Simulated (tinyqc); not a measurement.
Inside a calculation. Method: LCCD on RHF in the sto-3g basis, frozen core, for HF, spin multiplicity 1. One step of it, computed by the program tinyqc.

Task: Orthogonalisation. S = U s U^T; symmetric (Loewdin) form X = U s^(-1/2) U^T, so that X^T S X = 1.

overlap S, lower triangle:
```
           1F 1s     1F 2s    1F 2px    1F 2py    1F 2pz     2H 1s
1F 1s   1.000000
1F 2s   0.237990  1.000000
1F 2px  0.000000  0.000000  1.000000
1F 2py  0.000000  0.000000  0.000000  1.000000
1F 2pz  0.000000  0.000000  0.000000  0.000000  1.000000
2H 1s   0.063564  0.523547  0.000000  0.000000  0.383214  1.000000
```

Give: eigenvalues of S; X.

Result:

eigenvalues of S: 0.338  0.847  1.000  1.000  1.117  1.698

X, lower triangle:
```
         1F 1s   1F 2s  1F 2px  1F 2py  1F 2pz  2H 1s
1F 1s    1.024
1F 2s   -0.137   1.181
1F 2px   0.000   0.000   1.000
1F 2py   0.000   0.000   0.000   1.000
1F 2pz  -0.010   0.114   0.000   0.000   1.082
2H 1s    0.026  -0.374   0.000   0.000  -0.269  1.235
```
